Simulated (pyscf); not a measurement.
This saddle point was located with ωB97X-D3(BJ)/def2-SVP in PySCF.

```xyz
8

B     -0.1983     0.3784     0.0202
Cl     1.3244     0.2258    -0.9486
H      0.1817     0.9594     1.2245
H     -1.0541     1.1283    -0.3830
N     -0.7467    -0.9517     0.6185
H     -0.2604     0.0848     1.4016
H     -1.7050    -1.1997     0.3942
H     -0.1185    -1.7480     0.5546
```
Charge 0, spin multiplicity 1.

Surface: singlet, charge 0. Lowest wavenumbers (cm⁻¹): 1410i, 270, 353, 645, 695.

### Question
Name the species on either side of this saddle.

### Answer
H₂B–Cl (SMILES BCl) + NH₃ (SMILES N) <-> H₂N–BH–Cl (SMILES NBCl) + H₂ (SMILES [H][H]), a four-centre exchange read from left to right: B–H, H–N broken and B–N, H–H formed. At ωB97M-D3(BJ)/def2-TZVP it lies +12.6 kcal/mol from the left side and +42.0 kcal/mol from the right (each side as separated species at their lowest minima found). On the reactant side the descent ends in an adduct with a B–N contact, 30.5 kcal/mol under the separated species and 43.3 kcal/mol under the saddle at ωB97X-D3(BJ)/def2-TZVP. What is counted as formed (B–N) is already present as a longer contact in the reactant adduct; forming that adduct is a step of its own. At the saddle there is also a short B–H contact that neither side keeps. The same reactants have a lower exit, to H₂B–NH₂ + HCl (barrier +1.7 kcal/mol at ωB97M-D3(BJ)/def2-TZVP, against +12.6 kcal/mol here). One saddle was located; it need not be the lowest between these sides.
